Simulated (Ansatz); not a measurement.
# AlHO2 (SMILES [O]=[Al][OH]) at BCCD(T)/STO-3G

Aim: the vertical ionisation energy of AlHO2 at BCCD(T)/STO-3G, from 2 runs. 

Program for the calculation: Ansatz 0.2.0.

62 further runs of the same task are left out: 8 that didn't finish, 54 set aside as unsound or not needed.

**1. The structure to begin with**

The species is AlHO2 (4 atoms), meant as a singlet with charge 0. SMILES: `[O]=[Al][OH]`. The shape comes from GFN2-xTB, which is rough for such elements, and wasn't checked as a minimum.

Bond lengths: O1–Al2 1.572 Å, Al2–O3 1.628 Å, O3–H4 0.949 Å. Angles: O1–Al2–O3 180.0°, Al2–O3–H4 179.6°.

**2. A single-point energy at BCCD(T)/STO-3G**

The input, in.yaml:

```yaml
crystal:
  periodic: [false, false, false]
  atoms:
    - {symbol: O, position_ang: [-1.605830, -1.403740, -0.651200]}
    - {symbol: Al, position_ang: [-0.474020, -0.415070, -0.191330]}
    - {symbol: O, position_ang: [0.698750, 0.609040, 0.285100]}
    - {symbol: H, position_ang: [1.381100, 1.209770, 0.557430]}
basis:
  gaussian: {orbitals: STO-3G}
correlation: {method: bccd_t, frozen_orbitals: {Al: 5, H: 0, O: 1}}
accuracy: high
scf: {omitted_lower_state_checks: [cluster_reference, increment]}
```

Run with:

```
$ ansatz run in.yaml --threads 1 --pin off --max-ram 2610MiB --events-out events.jsonl --progress --plain --runs-dir runs
```

Log:

```text
Warning: RAYON_NUM_THREADS=1 ignored (pool sized by the plan → 1); use --threads N
Functional definition: HF
  name "HF"
  exchange = exact_x
  correlation = 0
these checks for a lower state are left out or cut short: cluster_reference, increment
342 factors; integrals over basis functions are off by at most 1.7e-8 eV
mean field evaluation 1: about -10529.5082 eV, gradient 3.8e1 eV
mean field evaluation 2: about -10529.5325 eV, gradient 3.8e1 eV
mean field evaluation 4: about -10535.8033 eV, gradient 3.7e0 eV
mean field evaluation 8: about -10535.8704 eV, gradient 2.2e-1 eV
mean field -10535.87129175 eV, -387.1861285018 hartree, gradient 2.5e-8 eV, S^2 0.000000; 0 other end points of the search recorded, 0 dependent functions left out
7 core orbitals not correlated: weight in the atoms' cores, before any rotation towards them, 1.000 or more for the frozen orbitals, at most 0.000 for the correlated occupied ones
reference -10535.87129175 eV, -387.1861285018 hartree; 8, 8 occupied and 5, 5 virtual orbitals, 342 factors
second order -3.60387072 eV of doubles, -0.00000000 eV of singles
cycle   1  -2.96427366 eV  change    6.4e-1 eV  update   1.9e-1
cycle   2  -3.68768597 eV  change   -7.2e-1 eV  update   1.3e-1
cycle   3  -3.73918330 eV  change   -5.1e-2 eV  update   3.4e-2
cycle   4  -3.71782947 eV  change    2.1e-2 eV  update   1.3e-2
cycle   5  -3.71862954 eV  change   -8.0e-4 eV  update   4.9e-3
cycle   6  -3.72023842 eV  change   -1.6e-3 eV  update   1.8e-3
cycle   7  -3.71632330 eV  change    3.9e-3 eV  update   9.4e-4
cycle   8  -3.71656875 eV  change   -2.5e-4 eV  update   2.6e-4
cycle   9  -3.71661769 eV  change   -4.9e-5 eV  update   7.4e-5
cycle  10  -3.71652629 eV  change    9.1e-5 eV  update   4.2e-5
cycle  11  -3.71651412 eV  change    1.2e-5 eV  update   7.2e-6
cycle  12  -3.71651832 eV  change   -4.2e-6 eV  update   3.4e-6
cycle  13  -3.71651973 eV  change   -1.4e-6 eV  update   2.0e-6
cycle  14  -3.71651851 eV  change    1.2e-6 eV  update   1.2e-6
cycle  15  -3.71651967 eV  change   -1.2e-6 eV  update   4.9e-7
cycle  16  -3.71651950 eV  change    1.7e-7 eV  update   1.8e-7
cycle  17  -3.71651945 eV  change    4.5e-8 eV  update   7.5e-8
cycle  18  -3.71651860 eV  change    8.5e-7 eV  update   1.3e-7
cycle  19  -3.71651881 eV  change   -2.1e-7 eV  update   6.3e-8
cycle  20  -3.71651877 eV  change    3.4e-8 eV  update   2.2e-8
cycle  21  -3.71651874 eV  change    3.0e-8 eV  update   9.4e-9
cycle  22  -3.71651875 eV  change   -6.6e-9 eV  update   3.6e-9
cycle  23  -3.71651875 eV  change   6.5e-10 eV  update   1.5e-9
cycle  24  -3.71651875 eV  change   1.0e-10 eV  update  5.7e-10
perturbative correction -0.65500441 eV, -0.0240709681 hartree
Total energy: -10540.24281491 eV, -387.3467790148 hartree
Checks for a lower state left out: cluster_reference, increment
```

Run time: 0.24 s. Hardware: 1 thread of Intel Xeon 6975P-C (Granite Rapids), shared host.

**3. The doublet cation, same level**

The input, job.yaml:

```yaml
crystal:
  periodic: [false, false, false]
  atoms:
    - {symbol: O, position_ang: [-1.605830, -1.403740, -0.651200]}
    - {symbol: Al, position_ang: [-0.474020, -0.415070, -0.191330]}
    - {symbol: O, position_ang: [0.698750, 0.609040, 0.285100]}
    - {symbol: H, position_ang: [1.381100, 1.209770, 0.557430]}
basis:
  gaussian: {orbitals: STO-3G}
total_charge: 1
magnetization: {spin_polarized: true, initial_magnetization: 1}
correlation: {method: bccd_t, frozen_orbitals: {Al: 5, H: 0, O: 1}}
accuracy: high
scf: {omitted_lower_state_checks: [cluster_reference, increment]}
```

Run with:

```
$ ansatz run job.yaml --threads 1 --pin off --max-ram 2610MiB --events-out events.jsonl --progress --plain --runs-dir runs
```

Log:

```text
Warning: RAYON_NUM_THREADS=1 ignored (pool sized by the plan → 1); use --threads N
[... 15 lines left out ...]
7 core orbitals not correlated: weight in the atoms' cores, before any rotation towards them, 1.000 or more for the frozen orbitals, at most 0.000 for the correlated occupied ones
[... 62 lines left out ...]
Total energy: -10536.16978997 eV, -387.1970981089 hartree
Checks for a lower state left out: cluster_reference, increment
```

It took 1.1 s on 1 thread of Intel Xeon 6975P-C (Granite Rapids), shared host.

**4. Outcome**

Level: BCCD(T)/STO-3G, 7 core orbitals frozen.

| quantity | value |
| --- | --- |
| singlet AlHO2: total energy | -387.34678 Eh |
| singlet AlHO2: correlation energy (7 core orbitals frozen) | -160.7 mEh |
| singlet AlHO2: (T) correction | -24.07 mEh |
| doublet cation: total energy | -387.19710 Eh |
| doublet cation: correlation energy (7 core orbitals frozen) | -109.6 mEh |
| doublet cation: (T) correction | -13.38 mEh |
| doublet cation: ⟨S²⟩ of the reference determinant | 0.759 |
| vertical ionisation energy (to the doublet cation) | 4.073 eV |

What this shows: The vertical ionisation energy comes to 4.07 eV (393 kJ/mol). In a minimal basis such a difference can be off by several eV, whatever the method. The triples (singlet AlHO2) make up 15.0 % of the correlation energy. The triples (doublet cation) make up 12.2 % of the correlation energy.
